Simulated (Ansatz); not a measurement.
**HBO, singlet in 6-31G: errors against full CI**

Geometry: a PBE0/def2-TZVP stationary point for this spin, not checked as a minimum.

```yaml
atoms:
  - { symbol: B, position_ang: [0.0000, 0.0000, 0.0084] }
  - { symbol: O, position_ang: [0.0000, 0.0000, -1.1895] }
  - { symbol: H, position_ang: [0.0000, 0.0000, 1.1811] }
```

Basis 6-31G; Ansatz 0.2.0. Correlated methods freeze the noble-gas cores, which leaves 10 electrons in 18 orbitals. R marks a restricted (for open shells ROHF) determinant. Active spaces: pair = (2e, 2o) about the gap; valence = (10e, 9o) chosen from the atoms' valence shells.

Full CI is exact within this basis and frozen core; it isn't the basis-set limit.

The UHF ⟨S²⟩ is 0.000, the T1 diagnostic (RCCSD) is 0.0238 and the largest doubles amplitude (RCCSD) is 0.079.

```
   level  E − E(RHF) (eV)
    RMP2          -5.2404
   RCCSD          -5.2653
RCCSD(T)          -5.4454
```

(1) Estimate how far full CI in 6-31G lies from RCCSD(T). The table doesn't fix it; the size of (T) and the diagnostics are the guide.

(1) Full CI in 6-31G lies 3.0 kJ/mol below RCCSD(T), which is 17 % of the (T) step (-17.4 kJ/mol). T1 is raised, but (T) still catches most of what CCSD lacks.

The other levels:

| level | E − E(full CI) (kJ/mol) | share of correlation (%) | wall time |
| --- | --- | --- | --- |
| CISD | 50.9 | 90.37 | 0.48 s |
| BCCD(T) | 2.7 | 99.50 | 0.45 s |
| RCCSDT | 1.4 | 99.73 | – |
| RCCSDT(Q) | -0.4 | 100.07 | 1.4 s |
| RCCSDTQ | 0.0 | 100.00 | 11 s |
| CASSCF (pair space) | 467.3 | 11.56 | – |
| NEVPT2 (pair space) | 22.2 | 95.80 | 0.21 s |
| MRCISD (pair space) | 41.1 | 92.23 | – |
| MRCISD+Q (pair space) | 10.6 | 97.99 | 0.52 s |
| CASSCF (valence space) | 162.9 | 69.16 | – |
| NEVPT2 (valence space) | 39.4 | 92.55 | 3.9 s |
| MRCISD (valence space) | 6.0 | 98.87 | – |
| MRCISD+Q (valence space) | 2.4 | 99.55 | 6 s |
| MRCISD+Q(relaxed) (valence space) | -0.1 | 100.02 | 7.5 s |

The correlation energy at full CI, counted from RHF, is -5.476 eV. That run took 1.7 min on 1 thread of Intel Xeon Platinum 8375C, shared host over 18,367,552 determinants.

Times hold each run's SCF and search for its determinant on a shared host, so for small cases they say little of a method's own cost; they ran on 1 thread of Intel Xeon Platinum 8375C.

The full-CI state has the irrep A1 of C2v, in the program's axes (one component, if the state is degenerate).

Natural occupations of full CI about the gap: 1.987 1.973 1.969 1.940 1.940 0.056 0.056 0.031 0.014 0.013; effectively unpaired electrons, Σ n²(2−n)², 0.06.
